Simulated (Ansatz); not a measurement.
## [Cl···H···OH], doublet: reading a ladder of total energies

Geometry: a point of a hydrogen-transfer path between rigid fragments, not a stationary point.

```xyz
4

Cl   -1.8630    0.2350    0.0000
H    -0.4110    0.2350    0.0000
O     1.0110    0.2350    0.0000
H     1.2629   -0.7050    0.0000
```

Basis cc-pVDZ; Ansatz 0.2.0. Correlated methods freeze the noble-gas cores, which leaves 15 electrons in 36 orbitals. R marks a restricted (for open shells ROHF) determinant, U an unrestricted one.

Full CI isn't at hand for all of this; UCCSDT(Q) serves as the reference, and is uncertain by about the last step of the cluster series.

Runs differ by some tens of microhartree through their thresholds and, for an open shell, their frozen cores, so steps under 0.03 kcal/mol mean nothing.

```tsv
level	total energy (hartree)
UHF	-535.467858
UMP2	-535.771998
UCCSD	-535.800687
UCCSD(T)	-535.806031
UCCSDT	-535.806596
UCCSDT(Q)	-535.807199
```

Problem. What is the correlation energy at UCCSDT(Q), and what share of it do UMP2 and UCCSD(T) recover?

Solution. E(corr) = -535.807199 − (-535.467858) = -0.339341 hartree = -9.234 eV. UMP2: -0.304140 / -0.339341 = 89.63 %. UCCSD(T): -0.338173 / -0.339341 = 99.66 %.

Problem. By how many kcal/mol does UCCSD(T) miss UCCSDT(Q) (1 hartree = 627.509 kcal/mol), and which steps make up the rest?

Solution. -535.806031 − (-535.807199) = 0.001168 hartree = 0.73 kcal/mol. Steps: UCCSDT − UCCSD(T) = -0.35, UCCSDT(Q) − UCCSDT = -0.38 kcal/mol. That is within 1 kcal/mol of the reference in this basis, which itself misses far more of the correlation at the basis-set limit.
